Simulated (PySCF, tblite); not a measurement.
# HF: bond homolysis, part 2 of 2

tblite 0.8.0 and PySCF 2.14.0. Atoms count from 0.

## Step 12: Single point (H radical): wavefunction

Geometry: atom.

Job settings and geometry (Å):

```
{"job": {"kind": "sp", "xc": "CCSD(T)", "basis": "aug-cc-pVTZ", "grid": 2}, "charge": 0, "multiplicity": 2}
H      0.000000     0.000000     0.000000
```

Method: wavefunction single point, frozen core, gas phase.

Log:

```text
final grid: 5376 points
cycle   1  E = -0.4886161531  dE = -1.657e-01  |g| = 7.409e-02  |ddm| = 9.514e-01
cycle   2  E = -0.4980704924  dE = -9.454e-03  |g| = 2.929e-02  |ddm| = 2.429e-01
cycle   3  E = -0.4998202702  dE = -1.750e-03  |g| = 7.675e-04  |ddm| = 1.592e-01
cycle   4  E = -0.4998211564  dE = -8.863e-07  |g| = 9.342e-05  |ddm| = 4.419e-03
cycle   5  E = -0.4998211760  dE = -1.953e-08  |g| = 8.877e-06  |ddm| = 5.878e-04
cycle   6  E = -0.4998211760  dE = -5.757e-11  |g| = 2.839e-08  |ddm| = 5.007e-05
converged SCF energy = -0.4998211760
E(HF, exact integrals) = -0.4998211760
```

Run time: 0.03 s. Hardware: 1 thread of Arm Neoverse V2, shared host.

## Step 13: Bond homolysis: CCSD(T)/aug-cc-pVTZ

This step combines the energies above: geometries from PBE0-D3(BJ)/def2-SVP, zero-point and thermal terms from PBE0-D3(BJ)/def2-SVP.

Job settings and geometry (Å):

```
{"job": {"kind": "bd", "cap": 8, "geom": {"xc": "PBE0", "basis": "def2-SVP", "d3": "d3bj", "grid": 1}, "hess": 1, "level": {"xc": "CCSD(T)", "basis": "aug-cc-pVTZ"}}, "charge": 0, "multiplicity": 1}
F      0.447419    -0.076516     0.074813
H     -0.441905     0.079052    -0.103111
```

Output (the driver's rows laid out field by field):

```text
homolysis bond by bond, CCSD(T)/aug-cc-pVTZ // PBE0-D3(BJ)/def2-SVP

row 1
  atoms                   0 1
  elements                F H
  length                  0.9202
  fragments               formula F, charge 0, multiplicity 2, smiles [F], kept yes, pieces 1; formula H, charge 0, multiplicity 2, smiles [H], kept yes, pieces 1
  electronic              582.67
  zero_kelvin             557.79
  enthalpy                561.51
  free_energy             531.24
```

Run time: 4.1 s. Hardware: 1 thread of Arm Neoverse V2, shared host.

Dissociation energies (kJ/mol, gas phase, 298 K for the thermal columns):

| bond | fragments | electronic | enthalpy | free energy |
| --- | --- | --- | --- | --- |
| F0–H1 | [F] + [H] | 582.7 | 561.5 | 531.2 |

## Step 14: Single point (HF): wavefunction

Geometry: PBE0-D3(BJ)/def2-SVP.

Job settings and geometry (Å):

```
{"job": {"kind": "sp", "xc": "MP2", "basis": "aug-cc-pVTZ", "grid": 2}, "charge": 0, "multiplicity": 1}
F      0.447419    -0.076516     0.074813
H     -0.441905     0.079052    -0.103111
```

With the program's defaults for keys left out, this is: wavefunction single point, frozen core, gas phase.

Log:

```text
final grid: 16976 points
cycle   1  E = -100.0335181685  dE = -1.661e-01  |g| = 4.000e-01  |ddm| = 1.982e+00
cycle   2  E = -100.0541517110  dE = -2.063e-02  |g| = 2.352e-01  |ddm| = 6.587e-01
cycle   3  E = -100.0607873520  dE = -6.636e-03  |g| = 2.344e-02  |ddm| = 2.188e-01
cycle   4  E = -100.0609000308  dE = -1.127e-04  |g| = 6.204e-03  |ddm| = 2.903e-02
cycle   5  E = -100.0609154444  dE = -1.541e-05  |g| = 1.498e-03  |ddm| = 1.186e-02
cycle   6  E = -100.0609167620  dE = -1.318e-06  |g| = 2.369e-04  |ddm| = 4.198e-03
cycle   7  E = -100.0609167981  dE = -3.611e-08  |g| = 2.123e-05  |ddm| = 8.255e-04
cycle   8  E = -100.0609167984  dE = -2.205e-10  |g| = 2.366e-06  |ddm| = 4.897e-05
converged SCF energy = -100.0609167984
E(HF, exact integrals) = -100.0609194481
E(MP2) = -100.3408878742
```

Run time: 0.26 s. Hardware: 1 thread of Arm Neoverse V2, shared host.

## Step 15: Single point (F radical): wavefunction

Geometry: atom.

Job settings and geometry (Å):

```
{"job": {"kind": "sp", "xc": "MP2", "basis": "aug-cc-pVTZ", "grid": 2}, "charge": 0, "multiplicity": 2}
F      0.000000     0.000000     0.000000
```

Method: wavefunction single point, frozen core, gas phase.

Log:

```text
final grid: 11608 points
cycle   1  E = -99.3946188085  dE = -3.408e-01  |g| = 1.920e-01  |ddm| = 8.839e-01
cycle   2  E = -99.4053446547  dE = -1.073e-02  |g| = 7.259e-02  |ddm| = 1.916e-01
cycle   3  E = -99.4066382916  dE = -1.294e-03  |g| = 2.055e-02  |ddm| = 7.902e-02
cycle   4  E = -99.4068472622  dE = -2.090e-04  |g| = 5.391e-03  |ddm| = 2.735e-02
cycle   5  E = -99.4068737724  dE = -2.651e-05  |g| = 1.454e-03  |ddm| = 1.329e-02
cycle   6  E = -99.4068759418  dE = -2.169e-06  |g| = 2.354e-04  |ddm| = 4.369e-03
cycle   7  E = -99.4068760006  dE = -5.883e-08  |g| = 4.315e-05  |ddm| = 6.449e-04
cycle   8  E = -99.4068760019  dE = -1.297e-09  |g| = 2.306e-06  |ddm| = 1.060e-04
converged SCF energy = -99.4068760019
E(HF, exact integrals) = -99.4068793529
E(MP2) = -99.6121061871
```

Wall time 0.14 s (1 thread of Arm Neoverse V2, shared host).

## Step 16: Single point (H radical): wavefunction

Geometry: atom.

Job settings and geometry (Å):

```
{"job": {"kind": "sp", "xc": "MP2", "basis": "aug-cc-pVTZ", "grid": 2}, "charge": 0, "multiplicity": 2}
H      0.000000     0.000000     0.000000
```

Level: wavefunction single point, frozen core, gas phase.

Log:

```text
final grid: 5376 points
cycle   1  E = -0.4886161531  dE = -1.657e-01  |g| = 7.409e-02  |ddm| = 9.514e-01
cycle   2  E = -0.4980704924  dE = -9.454e-03  |g| = 2.929e-02  |ddm| = 2.429e-01
cycle   3  E = -0.4998202702  dE = -1.750e-03  |g| = 7.675e-04  |ddm| = 1.592e-01
cycle   4  E = -0.4998211564  dE = -8.863e-07  |g| = 9.342e-05  |ddm| = 4.419e-03
cycle   5  E = -0.4998211760  dE = -1.953e-08  |g| = 8.877e-06  |ddm| = 5.878e-04
cycle   6  E = -0.4998211760  dE = -5.757e-11  |g| = 2.839e-08  |ddm| = 5.007e-05
converged SCF energy = -0.4998211760
E(HF, exact integrals) = -0.4998211760
```

Run time: 0.03 s. Hardware: 1 thread of Arm Neoverse V2, shared host.

## Step 17: Bond homolysis: MP2/aug-cc-pVTZ

This step combines the energies above: geometries from PBE0-D3(BJ)/def2-SVP, zero-point and thermal terms from PBE0-D3(BJ)/def2-SVP.

Job settings and geometry (Å):

```
{"job": {"kind": "bd", "cap": 8, "geom": {"xc": "PBE0", "basis": "def2-SVP", "d3": "d3bj", "grid": 1}, "hess": 1, "level": {"xc": "MP2", "basis": "aug-cc-pVTZ"}}, "charge": 0, "multiplicity": 1}
F      0.447419    -0.076516     0.074813
H     -0.441905     0.079052    -0.103111
```

Output (the driver's rows laid out field by field):

```text
homolysis bond by bond, MP2/aug-cc-pVTZ // PBE0-D3(BJ)/def2-SVP

row 1
  atoms                   0 1
  elements                F H
  length                  0.9202
  fragments               formula F, charge 0, multiplicity 2, smiles [F], kept yes, pieces 1; formula H, charge 0, multiplicity 2, smiles [H], kept yes, pieces 1
  electronic              601.14
  zero_kelvin             576.26
  enthalpy                579.98
  free_energy             549.7
```

It took 0.52 s on 1 thread of Arm Neoverse V2, shared host.

Dissociation energies (kJ/mol, gas phase, 298 K for the thermal columns):

| bond | fragments | electronic | enthalpy | free energy |
| --- | --- | --- | --- | --- |
| F0–H1 | [F] + [H] | 601.1 | 580.0 | 549.7 |

## Step 18: Single point (HF): HF/aug-cc-pVTZ

Geometry: PBE0-D3(BJ)/def2-SVP.

Job settings and geometry (Å):

```
{"job": {"kind": "sp", "xc": "HF", "basis": "aug-cc-pVTZ", "grid": 2}, "charge": 0, "multiplicity": 1}
F      0.447419    -0.076516     0.074813
H     -0.441905     0.079052    -0.103111
```

Log:

```text
final grid: 16976 points
cycle   1  E = -100.0335181685  dE = -1.661e-01  |g| = 4.000e-01  |ddm| = 1.982e+00
cycle   2  E = -100.0541517110  dE = -2.063e-02  |g| = 2.352e-01  |ddm| = 6.587e-01
cycle   3  E = -100.0607873520  dE = -6.636e-03  |g| = 2.344e-02  |ddm| = 2.188e-01
cycle   4  E = -100.0609000308  dE = -1.127e-04  |g| = 6.204e-03  |ddm| = 2.903e-02
cycle   5  E = -100.0609154444  dE = -1.541e-05  |g| = 1.498e-03  |ddm| = 1.186e-02
cycle   6  E = -100.0609167620  dE = -1.318e-06  |g| = 2.369e-04  |ddm| = 4.198e-03
cycle   7  E = -100.0609167981  dE = -3.611e-08  |g| = 2.123e-05  |ddm| = 8.255e-04
cycle   8  E = -100.0609167984  dE = -2.205e-10  |g| = 2.366e-06  |ddm| = 4.897e-05
converged SCF energy = -100.0609167984
```

Run time: 0.09 s. Hardware: 1 thread of Arm Neoverse V2, shared host.

## Step 19: Single point (F radical): HF/aug-cc-pVTZ

Geometry: atom.

Job settings and geometry (Å):

```
{"job": {"kind": "sp", "xc": "HF", "basis": "aug-cc-pVTZ", "grid": 2}, "charge": 0, "multiplicity": 2}
F      0.000000     0.000000     0.000000
```

Log:

```text
final grid: 11608 points
cycle   1  E = -99.3946188085  dE = -3.408e-01  |g| = 1.920e-01  |ddm| = 8.839e-01
cycle   2  E = -99.4053446547  dE = -1.073e-02  |g| = 7.259e-02  |ddm| = 1.916e-01
cycle   3  E = -99.4066382916  dE = -1.294e-03  |g| = 2.055e-02  |ddm| = 7.902e-02
cycle   4  E = -99.4068472622  dE = -2.090e-04  |g| = 5.391e-03  |ddm| = 2.735e-02
cycle   5  E = -99.4068737724  dE = -2.651e-05  |g| = 1.454e-03  |ddm| = 1.329e-02
cycle   6  E = -99.4068759418  dE = -2.169e-06  |g| = 2.354e-04  |ddm| = 4.369e-03
cycle   7  E = -99.4068760006  dE = -5.883e-08  |g| = 4.315e-05  |ddm| = 6.449e-04
cycle   8  E = -99.4068760019  dE = -1.297e-09  |g| = 2.306e-06  |ddm| = 1.060e-04
converged SCF energy = -99.4068760019
```

Wall time 0.06 s (1 thread of Arm Neoverse V2, shared host).

## Step 20: Single point (H radical): HF/aug-cc-pVTZ

Geometry: atom.

Job settings and geometry (Å):

```
{"job": {"kind": "sp", "xc": "HF", "basis": "aug-cc-pVTZ", "grid": 2}, "charge": 0, "multiplicity": 2}
H      0.000000     0.000000     0.000000
```

Log:

```text
final grid: 5376 points
cycle   1  E = -0.4886161531  dE = -1.657e-01  |g| = 7.409e-02  |ddm| = 9.514e-01
cycle   2  E = -0.4980704924  dE = -9.454e-03  |g| = 2.929e-02  |ddm| = 2.429e-01
cycle   3  E = -0.4998202702  dE = -1.750e-03  |g| = 7.675e-04  |ddm| = 1.592e-01
cycle   4  E = -0.4998211564  dE = -8.863e-07  |g| = 9.342e-05  |ddm| = 4.419e-03
cycle   5  E = -0.4998211760  dE = -1.953e-08  |g| = 8.877e-06  |ddm| = 5.878e-04
cycle   6  E = -0.4998211760  dE = -5.757e-11  |g| = 2.839e-08  |ddm| = 5.007e-05
converged SCF energy = -0.4998211760
```

Run time: 0.03 s. Hardware: 1 thread of Arm Neoverse V2, shared host.

## Step 21: Bond homolysis: HF/aug-cc-pVTZ

This step combines the energies above: geometries from PBE0-D3(BJ)/def2-SVP, zero-point and thermal terms from PBE0-D3(BJ)/def2-SVP.

Job settings and geometry (Å):

```
{"job": {"kind": "bd", "cap": 8, "geom": {"xc": "PBE0", "basis": "def2-SVP", "d3": "d3bj", "grid": 1}, "hess": 1, "level": {"xc": "HF", "basis": "aug-cc-pVTZ"}}, "charge": 0, "multiplicity": 1}
F      0.447419    -0.076516     0.074813
H     -0.441905     0.079052    -0.103111
```

Output (the driver's rows laid out field by field):

```text
homolysis bond by bond, HF/aug-cc-pVTZ // PBE0-D3(BJ)/def2-SVP

row 1
  atoms                   0 1
  elements                F H
  length                  0.9202
  fragments               formula F, charge 0, multiplicity 2, smiles [F], kept yes, pieces 1; formula H, charge 0, multiplicity 2, smiles [H], kept yes, pieces 1
  electronic              404.9
  zero_kelvin             380.02
  enthalpy                383.74
  free_energy             353.47
```

It took 0.27 s on 1 thread of Arm Neoverse V2, shared host.

Dissociation energies (kJ/mol, gas phase, 298 K for the thermal columns):

| bond | fragments | electronic | enthalpy | free energy |
| --- | --- | --- | --- | --- |
| F0–H1 | [F] + [H] | 404.9 | 383.7 | 353.5 |

## Step 22: Summary of results

The summary covers parts 1 to 2.

| quantity | value |
| --- | --- |
| strongest single infrared mode (GFN2-xTB) | 3764 cm⁻¹, 72 km/mol |
| zero-point energy (GFN2-xTB) | 5.4 kcal/mol |
| point group | Cinfv |
| rotational constants (main isotopes) | 623.62, 623.62 GHz |
| bond enthalpy (ΔH), F0–H1 (PBE0-D3(BJ)/def2-TZVP) | 542.6 kJ/mol |
| bond enthalpy (ΔH), F0–H1 (CCSD(T)/aug-cc-pVTZ) | 561.5 kJ/mol |
| bond enthalpy (ΔH), F0–H1 (MP2/aug-cc-pVTZ) | 580.0 kJ/mol |
| bond enthalpy (ΔH), F0–H1 (HF/aug-cc-pVTZ) | 383.7 kJ/mol |

**Reading.** The one mode is real. Unscaled tight-binding wavenumbers are off by several per cent, some by more. Its intensities can rank the bands wrongly. Relaxing lowered the energy by 0.006 eV in 2 steps; the close pair that moved most is F0–H1, from 0.932 to 0.920 Å (PBE0/def2-SVP). The bond enthalpy (ΔH) at F0–H1 is 542.6 kJ/mol at PBE0-D3(BJ)/def2-TZVP; zero-point and thermal terms move it by -21.2 kJ/mol from the electronic value. Hartree-Fock lacks correlation, so its bond and fragment energies are far off.
